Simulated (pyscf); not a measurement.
Optimised with ωB97X-D3(BJ)/def2-SVP in PySCF.

### Question
How much does it cost (ΔH, 298 K, ωB97M-D3(BJ)/def2-TZVP) to split tungsten hexafluoride (F–W(F)(F)(F)(F)–F) at its F–W bond into F• + [F–W(F)(F)(F)–F]•?

### Answer
F–W to F• + [F–W(F)(F)(F)–F]•: 4.98 eV. The 7 functionals that were run give +4.86 (M06-2X) to +5.67 eV (PBE). The radicals are drawn with the spin at the cut bond; how far it spreads was not checked. Left out: the spin-orbit lowering of F. Open-shell species with a d-block atom are single-reference here; other states, and whether the spin sits on metal or ligand, were not checked. Elements past Kr carry the def2 core potentials, without spin-orbit coupling.
